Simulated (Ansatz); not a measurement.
Geometry optimisation, RKS LDA/def2-SVP in Ansatz 0.2.0.

The input (input.yaml):

```yaml
crystal:
  periodic: [false, false, false]
  atoms:
    - { symbol: "N", position_ang: [-1.1624, -0.8481, 0.7294] }
    - { symbol: C, position_ang: [-0.1014, -0.1444, 0.072] }
    - { symbol: O, position_ang: [0.8601, -1.0784, -0.3563] }
    - { symbol: C, position_ang: [0.3032, 1.1728, 0.5605] }
    - { symbol: C, position_ang: [-0.3605, 1.092, -0.6456] }
    - { symbol: F, position_ang: [0.2973, 1.5953, -1.6987] }
    - { symbol: H, position_ang: [-0.8308, -1.2969, 1.5383] }
    - { symbol: H, position_ang: [-1.513, -1.5193, 0.0916] }
    - { symbol: H, position_ang: [1.4245, -0.6985, -1.0323] }
    - { symbol: H, position_ang: [1.166, 1.6745, 0.7442] }
basis:
  gaussian: { orbitals: def2-SVP }
hamiltonian:
  xc: lda
relax:
  f_tol: 0.015
  max_steps: 40
output:
  orbitals: {}
```

Command:

```bash
$ ansatz run input.yaml --threads 2 --pin off --max-ram 3072MiB --backend cpu --events-out ev --progress --plain --runs-dir out
```

Question: Where does it end, and by what steps?

Answer: It converged. After 12 steps the energy has fallen by 1.450 eV; F6 moved furthest, 0.76 Å.

| step | energy less start (eV) | largest force component (eV/Å) | accepted |
| --- | --- | --- | --- |
| 0 | 0.0000 | 4.302 | yes |
| 1 | -0.6593 | 2.641 | yes |
| 2 | -0.9821 | 2.096 | yes |
| 3 | -1.1391 | 1.766 | yes |
| 4 | -1.2755 | 1.031 | yes |
| 5 | -1.4022 | 0.570 | yes |
| 6 | -1.4309 | 0.552 | yes |
| 7 | -1.4378 | 0.399 | yes |
| 8 | -1.4473 | 0.198 | yes |
| 9 | -1.4489 | 0.050 | yes |
| 10 | -1.4492 | 0.053 | yes |
| 11 | -1.4495 | 0.030 | yes |
| 12 | -1.4496 | 0.014 | yes |

```xyz
10
Properties=species:S:1:pos:R:3
N -1.142 -0.722 0.665
C -0.008 -0.203 0.002
O 0.861 -1.230 -0.368
C 0.567 1.155 0.393
C -0.067 1.057 -0.748
F -0.445 1.675 -1.835
H -0.824 -1.280 1.472
H -1.623 -1.386 0.040
H 1.651 -0.830 -0.781
H 1.115 1.714 1.162
```

Run time: 12 s on 2 threads of INTEL(R) XEON(R) PLATINUM 8581C CPU @ 2.10GHz (Emerald Rapids), with other jobs on the host, peak memory 0.22 GiB.
